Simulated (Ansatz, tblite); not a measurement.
Elastic constant C66 (GPa) of solids drawn from the class of tetrahedrally bonded semiconductors and semimetals, at two levels: GFN1-xTB tight binding with its D3(BJ) term, in tblite, supercell at the zone centre, Fermi filling at 1000 K (free energies), no spin polarisation (tblite), and r²SCAN (PAW; Ansatz, an electronic-structure program).

```
solid                              GFN1-xTB  r²SCAN  shift (%)
---------------------------------  --------  ------  ---------
wurtzite CdS                           9.90    16.2        +64
2H-SiC                                  138     213        +54
wurtzite GaN                           58.1     115        +98
wurtzite AlN                           47.3     135       +185
wurtzite ZnO                           13.4    40.6       +203
wurtzite BN (high-pressure phase)       366     421      +15.0
```

The shifts run from +15.0 % to +203 %, with a median of +81 %.

Over all 6 rows r²SCAN is the larger in 6.

Ansatz's runs of these crystals have no spin polarisation.

Each level is taken at its own relaxed cell. Caveats: the method was fitted mainly to molecules (GFN1-xTB: wurtzite CdS, 2H-SiC, wurtzite GaN, wurtzite AlN, wurtzite ZnO, wurtzite BN); the relaxed volume lies over a fifth from the starting cell (GFN1-xTB: wurtzite ZnO); the run uses a supercell at the zone centre in place of a k mesh (GFN1-xTB: wurtzite CdS, 2H-SiC, wurtzite GaN, wurtzite AlN, wurtzite ZnO, wurtzite BN). Ansatz's density-functional and Hartree–Fock values are scalar-relativistic unless marked +SOC, with PAW data made under PBE.
